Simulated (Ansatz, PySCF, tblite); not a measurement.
Breaking a bond: Li2, singlet.

Methods: FCI = full CI/cc-pVDZ, frozen core in Ansatz (a quantum-chemistry and plane-wave program); RMP2 = MP2 on RHF/cc-pVDZ, frozen core (Ansatz); UMP2/6-31G* = unrestricted MP2 (frozen core)/6-31G*, spherical d (PySCF 2.14.0); GFN2-xTB, 300 K electronic temperature (tblite); UCCSD(T) = Ansatz with CCSD(T) on UHF/cc-pVDZ, frozen core.

Energies are in kJ/mol, each relative to the lowest point of its own curve near equilibrium.

```csv
R / Å,FCI,RMP2,UMP2/6-31G*,GFN2-xTB,UCCSD(T)
2.04,55.2,64.6,63.4,7.0,55.2
2.21,27.9,34.3,35.0,0.3,27.9
2.37,12.0,16.0,16.6,0.0,12.0
2.43,8.0,11.3,11.5,1.0,8.0
2.61,1.1,2.4,1.2,7.2,1.1
2.67,0.3,0.9,0.0,10.2,0.3
2.74,0.0,0.0,0.0,14.2,0.0
2.84,0.8,0.0,1.1,20.6,0.8
2.89,1.6,0.5,2.0,24.2,1.6
2.99,4.0,2.3,4.3,31.8,4.1
3.15,9.5,7.1,8.8,43.9,9.5
3.45,22.9,20.1,18.3,59.7,22.9
3.72,36.1,34.2,26.0,83.3,36.1
4.10,53.6,54.7,34.4,118.7,53.6
4.59,70.9,79.4,41.1,163.9,70.9
4.91,78.6,93.3,43.6,191.9,78.6
5.36,85.6,109.3,45.7,227.5,85.6
6.04,90.6,125.8,47.2,270.0,90.6
6.78,92.7,134.2,47.8,301.4,92.7
7.45,93.4,134.7,48.1,319.8,93.4
8.23,93.7,128.6,48.2,332.4,93.7
```

The restricted form behind RMP2 keeps the bonding electrons paired and can't separate into open-shell fragments. The T1 diagnostic of CCSD on the restricted reference of RMP2 exceeds 0.045 at 4.10 to 8.23 Å. The unrestricted determinant behind UMP2/6-31G*, UCCSD(T) is spin-contaminated at 2.04 to 8.23 Å (<S²> up to 1.0, against 0.00 for a pure singlet). With two correlated electrons CCSD is exact in the basis where it finds the lowest root (UCCSD(T)).
